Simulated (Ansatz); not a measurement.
A nudged elastic band was laid between two geometries of AlClH2 + H (5 atoms, charge 0, multiplicity 2).

Level of theory: UKS CAM-B3LYP/def2-SVP (Ansatz).

```yaml
movable_images: 7
climbing_image: yes
spring: 5.0 eV/Å²
optimiser: quadratic models (default)
start_path: through a guess of the saddle point
force_threshold: 0.05 eV/Å
iteration_limit: 60
end_points: relaxed
```

Initial state:

```xyz
5
Properties=species:S:1:pos:R:3
Al 0.013 0.011 -0.159
Cl 0.075 0.150 1.937
H 1.383 -0.036 -0.927
H -1.400 -0.036 -0.845
H -0.070 -0.089 5.063
```

Final state:

```xyz
5
Properties=species:S:1:pos:R:3
Al -0.003 -0.011 -0.529
Cl 0.004 0.018 3.511
H 1.365 -0.016 -1.358
H -1.373 -0.016 -1.353
H 0.006 0.024 4.799
```

Which bonds break or form, and what moves?

Bonds broken: Al1–Cl2. Bonds formed: Cl2–H5. AlClH2 + H becomes AlH2 + ClH.

What energy profile does the band end with?

The forces met the threshold. The highest image is number 4 of 0 to 8, 26.1 kcal/mol above the first end and 10.0 kcal/mol above the last; the last end lies 16.2 kcal/mol above the first. A vibrational analysis at the climbing image gives 2 clearly imaginary modes (529i, 387i cm⁻¹): a point of higher order. A lower path may pass nearby, or the ends, which weren't checked, may share the extra mode.

```tsv
image	path coordinate (Å)	energy (kcal/mol)	Al1–Cl2 (Å)	Cl2–H5 (Å)
0	0.00	0.0	2.10	3.14
1	0.35	0.2	2.10	2.79
2	0.71	1.5	2.10	2.39
3	1.06	8.7	2.18	1.93
4	1.41	26.1	2.52	1.46
5	1.82	20.6	2.96	1.30
6	2.22	17.6	3.32	1.29
7	2.63	16.5	3.68	1.29
8	3.03	16.2	4.04	1.29
```

What is the geometry of the highest image?


```xyz
5
Properties=species:S:1:pos:R:3
Al 0.000 0.009 0.029
Cl 0.001 0.019 2.549
H 1.381 -0.012 -0.760
H -1.383 -0.011 -0.757
H 0.002 -0.005 4.009
```

The run took 65 s on 1 thread of Intel(R) Xeon(R) 6975P-C (Granite Rapids), with other jobs on the host, peak memory 0.14 GiB.
